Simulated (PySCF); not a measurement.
Compound: 1,1,2-trichloroethane, C2H3Cl3.
Z-matrix (Å and degrees, PBE0-D3(BJ)/def2-TZVP geometry), rows numbered from 1:
```
Cl
C   1  1.7715
C   2  1.5102  1  111.23
Cl  3  1.7649  2  111.94  1   -66.40
Cl  3  1.7754  2  107.94  1   171.33
H   2  1.0886  1  108.54  3  -121.66
H   2  1.0889  1  107.67  3   119.46
H   3  1.0872  2  111.68  1    53.71
```

Method: PBE0-D3(BJ)/def2-TZVP geometry optimisation, gas phase (PySCF).

Masses are those of the commonest isotopes; rigid-rotor values at the optimised geometry. The values belong to one conformer with, in the numbering `[Cl:1][CH2:2][CH:3]([Cl:4])[Cl:5]`, Cl1–C2–C3–Cl4 -66°.

Task: Give the principal moments of inertia and the rotational constants in MHz.

Result: Ia = 141.85, Ib = 340.42, Ic = 466.04 u·Å²; 505379 MHz·u·Å²/I gives A = 3563, B = 1485, C = 1084 MHz.

Task: What kind of rotor is it?

Result: An asymmetric top. Ray's parameter κ = (2B − A − C)/(A − C) = -0.677; −1 is the prolate and +1 the oblate limit.

Task: Is it planar, by Δ = Ic − Ia − Ib?

Result: Not planar: Δ = Ic − Ia − Ib = -16.23 u·Å². For a rigid frame Δ = −2 Σ m c², so Σ m c² = 8.11 u·Å² lies off the ab plane: 4.29 from hydrogen and 3.83 from heavier atoms. The atom farthest from that plane is 1.47 Å away.

Task: Give the other two planar moments, Paa and Pbb, and the rms extents of the mass along the axes.

Result: Paa = Σ m a² = (Ib + Ic − Ia)/2 = 332.30 and Pbb = Σ m b² = (Ia + Ic − Ib)/2 = 133.74 u·Å². With the mass M = 131.93 u, the rms extents √(P/M) along a, b and c are 1.59, 1.01, 0.25 Å.

Task: List the rotational levels J(Ka,Kc) to J = 2 (cm⁻¹).

Result: Above 0(0,0):
J = 1: 1(0,1) 0.0857, 1(1,1) 0.1550, 1(1,0) 0.1684
J = 2: 2(0,2) 0.2553, 2(1,2) 0.3130, 2(1,1) 0.3531, 2(2,1) 0.5610, 2(2,0) 0.5628
The levels of one J sum to (2J + 1)J(J + 1)(A + B + C)/3.

Task: Which types of transition are allowed, and where do some lines up to J = 5 fall?

Result: The dipole components are |μa| = 0.09 D, |μb| = 1.26 D, |μc| = 0.12 D. The squared components, which scale the intensities, stand as 0.01 : 1.00 : 0.01 (a : b : c). Some lines, for components of 0.1 D or more:

```json
{"type": "c", "branch": "Q", "J(Ka,Kc)": "1(1,1) ← 1(0,1)", "MHz": "2078", "lower level (cm⁻¹)": "0.086"}
{"type": "b", "branch": "Q", "J(Ka,Kc)": "3(1,2) ← 3(0,3)", "MHz": "3700", "lower level (cm⁻¹)": "0.506"}
{"type": "b", "branch": "R", "J(Ka,Kc)": "2(1,2) ← 1(0,1)", "MHz": "6816", "lower level (cm⁻¹)": "0.086"}
{"type": "c", "branch": "R", "J(Ka,Kc)": "2(2,1) ← 1(1,1)", "MHz": "12173", "lower level (cm⁻¹)": "0.155"}
{"type": "b", "branch": "R", "J(Ka,Kc)": "3(2,1) ← 2(1,2)", "MHz": "15398", "lower level (cm⁻¹)": "0.313"}
{"type": "c", "branch": "R", "J(Ka,Kc)": "5(1,4) ← 4(0,4)", "MHz": "18428", "lower level (cm⁻¹)": "0.832"}
{"type": "c", "branch": "R", "J(Ka,Kc)": "3(3,0) ← 2(2,0)", "MHz": "19081", "lower level (cm⁻¹)": "0.563"}
{"type": "b", "branch": "R", "J(Ka,Kc)": "3(3,0) ← 2(2,1)", "MHz": "19133", "lower level (cm⁻¹)": "0.561"}
{"type": "b", "branch": "Q", "J(Ka,Kc)": "5(5,0) ← 5(4,1)", "MHz": "20393", "lower level (cm⁻¹)": "2.507"}
{"type": "b", "branch": "R", "J(Ka,Kc)": "5(3,2) ← 4(2,3)", "MHz": "24658", "lower level (cm⁻¹)": "1.160"}
{"type": "b", "branch": "R", "J(Ka,Kc)": "4(4,1) ← 3(3,0)", "MHz": "26229", "lower level (cm⁻¹)": "1.199"}
```

Task: Estimate the classical rotational partition function at 50 K, 200 K and 298.15 K.

Result: Point group C1, symmetry number σ = 1; q = (√π/σ)·√((kT/h)³/(ABC)), k/h = 20836.6 MHz/K: 24900 at 50 K, 199000 at 200 K, 362000 at 298.15 K.

No frequency check. These are rigid-rotor constants of the computed structure; measured ground-state constants (B0) also hold zero-point vibration. Quadrupole hyperfine structure (35Cl) is left out.
